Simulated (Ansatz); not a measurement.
Results of PBE-D4 (PAW; Ansatz, an electronic-structure program) for corundum (α-Al2O3).

Run with plane-wave cutoff 500 eV, 8×8×8 k mesh, gaussian smearing 0.02 eV, scalar-relativistic PAW data made under PBE.

Computed at the level's own relaxed cell.

Task: Give the computed volume per atom, lattice constant a, lattice parameter c and band gap.

Result: 
* **volume per atom**: 8.59 Å³/atom
* **lattice constant a**: 4.778 Å
* **lattice parameter c**: 13.032 Å
* **band gap**: 6.09 eV (on the SCF k mesh)

Measured, for comparison: lattice constant a 4.759 Å, lattice parameter c 12.991 Å (temperature not stated, not corrected to a static lattice; as tabulated in Lallet et al. (2009), arXiv:0801.3594). Computed (rounded) less measured: lattice constant a +0.4 %, lattice parameter c +0.3 %.

Computing time: about 60 core-seconds (a rough figure).
